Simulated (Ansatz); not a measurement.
Input for Ansatz (development build ahead of 0.2.0):

```yaml
crystal:
  periodic: [false, false, false]
  atoms:
    - { symbol: O, position_ang: [-0.2832, -0.4991, 0.6132] }
    - { symbol: C, position_ang: [0.7759, -0.1104, -0.2275] }
    - { symbol: C, position_ang: [-0.5316, 0.5408, -0.3014] }
    - { symbol: H, position_ang: [1.0661, -0.8351, -0.9998] }
    - { symbol: H, position_ang: [1.6126, 0.4053, 0.2624] }
    - { symbol: H, position_ang: [-0.666, 1.5402, 0.1336] }
    - { symbol: H, position_ang: [-1.2125, 0.2998, -1.1285] }
basis:
  gaussian: { orbitals: def2-SVP }
total_charge: 1
magnetization:
  spin_polarized: true
  initial_magnetization: 1
hamiltonian:
  xc: pbe0
output:
  forces: true
```

The input is written out in the form of the current development build from the run's settings.

Results

* Converged: yes
* Total energy: -153.11192 hartree
* Spin squared of the determinant: 0.754
* Stability test: minimum

Forces (eV/Å):
| atom | Fx | Fy | Fz |
| --- | --- | --- | --- |
| O1 | -0.290 | -0.510 | 0.626 |
| C2 | 0.094 | 0.889 | -0.911 |
| C3 | 0.734 | 0.572 | -0.873 |
| H4 | 0.056 | -0.487 | 0.175 |
| H5 | 0.166 | -0.233 | 0.432 |
| H6 | -0.324 | 0.010 | 0.405 |
| H7 | -0.437 | -0.242 | 0.146 |
